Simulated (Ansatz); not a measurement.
H2OF (charge -1), closed shell: a pair in one relaxed arrangement.

The input file, in.yaml:

```yaml
crystal:
  periodic: [false, false, false]
  atoms:
    - {symbol: F, position_ang: [-0.075164, -0.120756, -1.602219]}
    - {symbol: O, position_ang: [-0.036783, -0.275041, 0.812046]}
    - {symbol: H, position_ang: [0.171875, 0.629605, 1.050441]}
    - {symbol: H, position_ang: [-0.059928, -0.233908, -0.260168]}
basis:
  gaussian: {orbitals: def2-SVP}
total_charge: -1
hamiltonian: {xc: lda}
```

Launched with

```bash
ansatz run in.yaml --threads 2 --pin off --events-out ev --progress --plain --max-ram 5222MiB
```

What Ansatz 0.2.0 printed:

```
Functional definition: SPW92
  name "SPW92"
  cite "Dirac, Proc. Camb. Phil. Soc. 26, 376 (1930) doi:10.1017/S0305004100016108"
  cite "Slater, Phys. Rev. 81, 385 (1951) doi:10.1103/PhysRev.81.385"
  cite "Perdew & Wang, Phys. Rev. B 45, 13244 (1992) doi:10.1103/PhysRevB.45.13244"
  exchange = slater_x
  correlation = pw_c
407 factors; their error is unknown
mean field evaluation 1: about -4759.2400 eV, gradient 2.1e1 eV
mean field evaluation 2: about -4757.5716 eV, gradient 3.8e1 eV
mean field evaluation 4: about -4759.8884 eV, gradient 6.0e-1 eV
mean field evaluation 8: about -4759.8745 eV, gradient 6.8e-3 eV
mean field -4759.87451968 eV, -174.9221622395 hartree, gradient 2.4e-5 eV, S^2 0.000000; 0 other end points of the search recorded, 0 dependent functions left out
reference -4759.87453390 eV, -174.9221627619 hartree; 10, 10 occupied and 28, 28 virtual orbitals, 407 factors
Total energy: -4759.87453390 eV, -174.9221627619 hartree
```

The run took about 0.1 s on 2 CPU threads of an Intel Xeon Platinum 8488C (shared host).
